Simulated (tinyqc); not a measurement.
Stretching all distances: RHF, UHF, MP2, CISD and CCSD against full CI in the sto-3g basis, for H2O, spin multiplicity 1. Computed by the program tinyqc with PySCF. All coordinates are multiplied by the scale. c0^2 is the weight of the RHF determinant in the lowest singlet FCI state (UHF is spin-contaminated and may lie near states of higher spin) and n(LUMO) the first natural occupation beyond the occupied space.

Geometry (angstrom):
```
atom,x,y,z
O,0.0000,0.0000,0.0000
H,0.0000,0.7770,0.5190
H,0.0000,-0.7770,0.5190
```

Full CI energy (hartree) and errors against it (kcal/mol):
```
scale,distance 1-2 (angstrom),E(FCI),RHF,UHF,MP2,CISD,CCSD,<S^2> UHF,c0^2,n(LUMO)
0.960,0.897,-74.98113,25.878,25.878,7.094,0.292,0.067,0.000,0.980,0.020
1.180,1.103,-75.00398,44.074,44.074,13.901,1.117,0.164,0.000,0.951,0.052
1.400,1.308,-74.93831,71.902,68.373,24.827,3.797,0.403,0.420,0.891,0.120
1.620,1.514,-74.86383,109.824,56.117,39.477,10.197,0.615,1.292,0.792,0.239
1.840,1.719,-74.80559,156.717,32.634,56.169,21.496,-0.714,1.676,0.655,0.406
2.060,1.925,-74.76965,208.774,15.588,74.301,36.598,-6.036,1.853,0.495,0.591
```

What does the comparison show, and why?

UHF parts from RHF first at scale 1.4 of those listed, where <S^2> leaves zero. The weight c0^2 goes from 0.98 to 0.49 and n(LUMO) from 0.02 to 0.59: static correlation grows as the bonds break into open-shell fragments. The spread of the error along the curve, which distorts its shape, is CCSD 6.7, CISD 36.3, UHF 52.8, MP2 67.2, RHF 182.9 kcal/mol. Below FCI somewhere: CCSD, as non-variational methods may be.
